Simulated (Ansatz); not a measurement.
Worked example: the enthalpy of formation of C3H5Cl (SMILES C=C(C)Cl)

C3H5Cl has 9 atoms, charge 0, and is taken as a singlet. As SMILES, `C=C(C)Cl`. The coordinates come from a PBE0-D4/def2-TZVP relaxation.

Total energies at SVWN5/def2-SVP (Ansatz 0.2.0); the atoms run unrestricted:

| species | state | energy (Eh) |
| --- | --- | --- |
| C3H5Cl | singlet | -574.683965 |
| C | triplet | -37.421645 |
| Cl | doublet | -458.486443 |
| H | doublet | -0.477468 |

Harmonic wavenumbers at PBE0-D4/def2-TZVP, in cm⁻¹: 210, 346, 400, 456, 656, 714, 913, 942, 1016, 1067, 1205, 1397, 1427, 1461, 1478, 1723, 3053, 3119, 3147, 3175, 3271.

Measured heats of formation of the gaseous atoms at 298.15 K, in kJ/mol: C 716.9, Cl 121.3, H 218.0. Spin-orbit lowering of the atoms at 298 K (mean of the ground term's levels less their thermal mean, from spectra), in kJ/mol: C 0.02, Cl 3.44. Take 1 Eh = 2625.50 kJ/mol, 1 cm⁻¹ = 0.0119627 kJ/mol, RT = 2.479 kJ/mol.

**Question.** Work out the heat of formation of the gas at 298 K.

**Answer.** 
1. Electronic atomisation energy: 3 × (-37.421645) + (-458.486443) + 5 × (-0.477468) − (-574.683965) = 1.545247 Eh = 4057.0 kJ/mol.
2. Zero-point energy: half the sum of the wavenumbers, 15588 cm⁻¹ = 186.5 kJ/mol.
3. Thermal vibrational enthalpy, Σ hcν̃/(exp(hcν̃/kT) − 1): 5.0 kJ/mol. Translation, rotation and pV of a non-linear molecule: 4 RT = 9.9 kJ/mol.
4. The 9 free atoms carry 5/2 RT each: 55.8 kJ/mol.
5. Spin-orbit coupling lowers the free atoms by 3 × 0.02 + 3.44 = 3.5 kJ/mol.
6. Atomisation enthalpy at 298 K: 4057.0 − 3.5 − 186.5 − 5.0 − 9.9 + 55.8 = 3907.9 kJ/mol.
7. Sum of the atoms' heats of formation: 3362.0 kJ/mol. Heat of formation: 3362.0 − 3907.9 = -545.9 kJ/mol.

The tabulated value is -21.0 kJ/mol (CRC Handbook of Chemistry and Physics), so this level is off by -524.9 kJ/mol, or 15.5 % of the atomisation enthalpy that the table implies (3382.9 kJ/mol). The LDA overbinds, which puts heats of formation too low. Anharmonicity and any spin-orbit splitting of the molecule are left out.
